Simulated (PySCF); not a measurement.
Predicted microwave data (PBE0-D3(BJ)/def2-SVP geometry optimisation, gas phase (PySCF 2.14.0)) for one isomer of C3H7Cl:

| Item | Value |
| --- | --- |
| Rotational constants | A = 11820, B = 3340, C = 2859 MHz |
| Dipole components | \|μa\| = 1.51 D, \|μb\| = 1.18 D, \|μc\| = 0.27 D |
| Inertial defect | -17.30 u·Å² |
| κ | -0.89 |

Task: Which candidate fits, each taken in the one conformer that was computed?
A. `CC(C)Cl`
B. `[CH3:1][CH2:2][CH2:3][Cl:4]` with C1–C2–C3–Cl4 -63°

Result: B. It is CCCCl, an asymmetric top, point group C1. The candidates at the same level (rigid rotor, commonest isotopes):

```json
{"SMILES": "CC(C)Cl", "A (MHz)": "8077", "B (MHz)": "4575", "C (MHz)": "3211", "μa (D)": "1.99", "μb (D)": "0.00", "μc (D)": "0.41", "Δ (u·Å²)": "-15.63", "point group": "Cs", "rotor": "asymmetric top"}
{"SMILES": "CCCCl", "A (MHz)": "11820", "B (MHz)": "3340", "C (MHz)": "2859", "μa (D)": "1.51", "μb (D)": "1.18", "μc (D)": "0.27", "Δ (u·Å²)": "-17.30", "point group": "C1", "rotor": "asymmetric top"}
```

`CC(C)Cl` has B 37 % too high. No structure here is proved a minimum.
